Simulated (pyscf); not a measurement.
This saddle point was located with ωB97X-D3(BJ)/def2-SVP in PySCF.

```xyz
8

S     -0.5296     1.1893    -0.5197
Zn     0.6264    -0.4935     0.7108
S      2.6182    -1.3700     0.8023
H     -0.8873     0.3353    -1.5011
H      2.2674    -2.2722     1.7410
S     -1.4806    -0.7803     1.8108
H     -1.4403     0.3867     0.6231
H     -1.1815     0.1113     2.7782
```

Surface: singlet, charge 0. Lowest wavenumbers (cm⁻¹): 987i, 79, 87, 205, 216.

Task: What reaction is this the transition state of?

Result: H₂S + HS–Zn–SH ⇌ HS–Zn–SH + H₂S, a four-centre exchange read from left to right: H–S, S–Zn broken and S–Zn, H–S formed. At ωB97M-D3(BJ)/def2-TZVP it lies +7.2 kcal/mol from the left side and +7.2 kcal/mol from the right (each side as separated species at their lowest minima found). On the reactant side the descent ends in an adduct with a S–Zn contact, 11.0 kcal/mol under the separated species and 14.7 kcal/mol under the saddle at ωB97X-D3(BJ)/def2-TZVP. On the product side the descent ends in an adduct with a S–Zn contact, 10.7 kcal/mol under the separated species and 14.5 kcal/mol under the saddle at ωB97X-D3(BJ)/def2-TZVP. What is counted as formed (S–Zn) is already present as a longer contact in the reactant adduct; forming that adduct is a step of its own. What is counted as broken (S–Zn) persists as a longer contact in the product adduct; parting that adduct is a step of its own. At ωB97X-D3(BJ) the barrier from the zero used here is 3.7 kcal/mol. One saddle was located; it need not be the lowest between these sides. Elements up to Kr have no core potential and no relativistic terms here.
